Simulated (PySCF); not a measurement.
Species: N-methylmethanimine, C2H5N.
Geometry (GFN2-xTB, Å), atoms numbered from 1 in this order:
```xyz
8
C2H5N angstrom
C      1.2430   -0.1772    0.3642
N      0.1316   -0.7140    0.1696
C     -0.9880    0.0673   -0.2481
H      2.0684   -0.7978    0.6801
H      1.4466    0.8935    0.2360
H     -0.7612    1.1350   -0.3757
H     -1.3534   -0.3447   -1.1895
H     -1.7778   -0.0528    0.4944
```

Computed with B3LYP/def2-SVPD in PySCF (dipole) on a GFN2-xTB geometry, gas phase.

Masses are those of the commonest isotopes; rigid-rotor values at the optimised geometry. 

Task: What are A, B and C (cm⁻¹)?

Result: Ia = 9.01, Ib = 47.27, Ic = 53.15 u·Å²; 505379 MHz·u·Å²/I gives 56106, 10692 and 9508 MHz, that is A = 1.87150, B = 0.35664, C = 0.31717 cm⁻¹.

Task: What kind of rotor is it?

Result: A near-prolate asymmetric top: κ = (2 × 10692 − 56106 − 9508)/(56106 − 9508) = -0.95.

Task: Is it planar, by Δ = Ic − Ia − Ib?

Result: Not planar: Δ = Ic − Ia − Ib = -3.13 u·Å². For a rigid frame Δ = −2 Σ m c², so Σ m c² = 1.56 u·Å² lies off the ab plane, practically all of it from hydrogen. The atom farthest from that plane is 0.88 Å away.

Task: Give the other two planar moments, Paa and Pbb, and the rms extents of the mass along the axes.

Result: Paa = Σ m a² = (Ib + Ic − Ia)/2 = 45.71 and Pbb = Σ m b² = (Ia + Ic − Ib)/2 = 7.45 u·Å². With the mass M = 43.04 u, the rms extents √(P/M) along a, b and c are 1.03, 0.42, 0.19 Å.

Task: Which lines would a microwave search look for?

Result: The dipole components are |μa| = 0.02 D, |μb| = 1.44 D, |μc| = 0.00 D; the mirror of this Cs structure is the ab plane, so μc vanishes by symmetry and there are no c-type lines. The squared components, which scale the intensities, stand as 0.00 : 1.00 (a : b). Some lines, for components of 0.1 D or more:

```json
{"type": "b", "branch": "Q", "J(Ka,Kc)": "4(1,3) ← 4(0,4)", "MHz": "52204", "lower level (cm⁻¹)": "6.727"}
{"type": "b", "branch": "Q", "J(Ka,Kc)": "5(1,4) ← 5(0,5)", "MHz": "55513", "lower level (cm⁻¹)": "10.081"}
{"type": "b", "branch": "Q", "J(Ka,Kc)": "3(2,2) ← 3(1,3)", "MHz": "141582", "lower level (cm⁻¹)": "5.459"}
{"type": "b", "branch": "R", "J(Ka,Kc)": "2(2,1) ← 1(1,0)", "MHz": "177827", "lower level (cm⁻¹)": "2.228"}
{"type": "b", "branch": "R", "J(Ka,Kc)": "3(2,2) ← 2(1,1)", "MHz": "196843", "lower level (cm⁻¹)": "3.615"}
{"type": "b", "branch": "Q", "J(Ka,Kc)": "5(3,2) ← 5(2,3)", "MHz": "229445", "lower level (cm⁻¹)": "16.270"}
{"type": "b", "branch": "Q", "J(Ka,Kc)": "4(3,2) ← 4(2,3)", "MHz": "230106", "lower level (cm⁻¹)": "12.876"}
{"type": "b", "branch": "Q", "J(Ka,Kc)": "5(4,1) ← 5(3,2)", "MHz": "321968", "lower level (cm⁻¹)": "23.923"}
{"type": "b", "branch": "Q", "J(Ka,Kc)": "5(4,2) ← 5(3,3)", "MHz": "321976", "lower level (cm⁻¹)": "23.923"}
{"type": "b", "branch": "R", "J(Ka,Kc)": "4(4,1) ← 3(3,0)", "MHz": "402846", "lower level (cm⁻¹)": "17.855"}
{"type": "b", "branch": "Q", "J(Ka,Kc)": "5(5,1) ← 5(4,2)", "MHz": "414006", "lower level (cm⁻¹)": "34.663"}
```

No GFN2-xTB frequencies stand behind this structure, so it isn't proved a minimum. Constants of a rigid frame at the computed geometry: no zero-point averaging, no centrifugal distortion. A rigid rotor knows nothing of internal rotation, which can split or shift real lines. Quadrupole hyperfine structure (14N) is left out.
